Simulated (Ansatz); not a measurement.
in.yaml

```yaml
crystal:
  periodic: [false, false, false]
  atoms:
    - {symbol: P, position_ang: [0.000000, 0.000000, -2.143900]}
    - {symbol: Si, position_ang: [0.000000, 0.000000, -0.041700]}
    - {symbol: Si, position_ang: [0.000000, 0.000000, 2.185600]}
basis:
  gaussian: {orbitals: cc-pVDZ}
total_charge: 1
magnetization: {spin_polarized: true, initial_magnetization: 4}
hamiltonian: {xc: {name: PBE0}}
output: {orbitals: {seedname: orbitals}}
```

```sh
$ ansatz run in.yaml --threads 1 --pin off --events-out ev --progress --plain --max-ram 2393MiB
```

The program prints:

```
562 factors; integrals over basis functions are off by at most 7.5e-4 eV
mean field evaluation 1: about -25017.2474 eV, gradient 1.7e1 eV
mean field evaluation 2: about -24989.8505 eV, gradient 5.2e1 eV
mean field evaluation 4: about -25019.9899 eV, gradient 7.7e0 eV
mean field evaluation 8: about -25020.6516 eV, gradient 3.4e-1 eV
mean field evaluation 16: about -25020.6549 eV, gradient 3.5e-4 eV
mean field evaluation 32: about -25021.2989 eV, gradient 1.5e-3 eV
mean field -25021.29888095 eV, -919.5157738294 hartree, gradient 1.4e-5 eV, S^2 6.023190; 2 other end points of the search recorded, 0 dependent functions left out
reference -25021.29890537 eV, -919.5157747266 hartree; 23, 19 occupied and 31, 35 virtual orbitals, 562 factors
Total energy: -25021.29890537 eV, -919.5157747266 hartree
```

Ran on 1 thread of Arm Neoverse V1, shared host: 6 s wall, 0.13 GiB peak host memory.
